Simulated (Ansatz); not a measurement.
The same path of C$_{4}$H$_{7}$NS (13 atoms, charge 0, multiplicity 1) was run twice with different band settings.

These are results of RKS PBE0/def2-SVP (Ansatz), not measurements.

Relaxed end points:

```xyz
13
Properties=species:S:1:pos:R:3
C 0.407 -0.680 -2.409
C 0.226 -0.246 -1.293
C -0.041 0.252 0.069
C 0.728 -0.577 1.096
N -1.449 0.261 0.417
S 0.557 2.004 0.060
H 0.573 -1.061 -3.400
H 0.385 -1.624 1.067
H 0.542 -0.175 2.101
H 1.805 -0.557 0.888
H -1.971 0.794 -0.277
H -1.810 -0.693 0.402
H 0.069 2.267 1.294
```

```xyz
13
Properties=species:S:1:pos:R:3
C 0.520 -0.770 -2.437
C 0.235 -0.360 -1.335
C -0.114 0.146 -0.003
C 0.715 -0.551 1.075
N -1.510 -0.075 0.246
S 0.385 1.969 -0.091
H 0.777 -1.132 -3.416
H 0.477 -1.625 1.079
H 0.469 -0.136 2.066
H 1.788 -0.411 0.896
H -1.767 0.279 1.165
H -2.080 0.411 -0.444
H 0.127 2.220 1.214
```

Common settings: spring 5.0 eV/Å²; optimiser quadratic models (default); start path through a guess of the saddle point; force threshold 0.05 eV/Å; iteration limit 60; end points relaxed.

| run | movable images | climbing image |
| --- | --- | --- |
| 1 | 5 | yes |
| 2 | 2 | no |

**Question.** What does each run give, and how far can it be trusted?

**Answer.** Run 1: converged after 11 iterations, highest image 0.169 eV above the first end. A vibrational analysis at the climbing image gives one clearly imaginary mode, 320i cm⁻¹: a first-order saddle point.
Run 2: converged after 9 iterations, highest image 0.130 eV above the first end. No image climbed, so the highest image needn't sit at the top of the path. So few images can step over the top or miss a turn of the path.
